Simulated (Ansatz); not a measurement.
Ansatz (a first-principles code) input:
A basis named .json is the Basis Set Exchange file of that set.

Ansatz 0.2 input:
```yaml
crystal:
  periodic: [false, false, false]
  atoms:
    - {symbol: C, position_ang: [0.17374100, 0.87290308, -0.00032070]}
    - {symbol: C, position_ang: [1.58893377, 0.53736175, -0.01617525]}
    - {symbol: Cl, position_ang: [-0.85056784, -0.69876990, 0.00792755]}
    - {symbol: H, position_ang: [-0.14506536, 1.39307162, 0.89742769]}
    - {symbol: H, position_ang: [-0.16432700, 1.39624905, -0.88913114]}
    - {symbol: H, position_ang: [2.10649887, 0.31243964, 0.90551097]}
    - {symbol: H, position_ang: [2.08649814, 0.31573899, -0.94960019]}
basis:
  gaussian:
    orbitals: aug-cc-pV_D+d_Z.json
magnetization: {spin_polarized: true, initial_magnetization: 1}
correlation: {method: ccsd_t, electrons: outside_noble_gas}
output: {forces: true}
```

Task: Predict the final energy.

Result: -538.01405 Eh (CCSD(T)/aug-cc-pV(D+d)Z). The basis has 114 functions.

It need not be the lowest isomer of its formula.
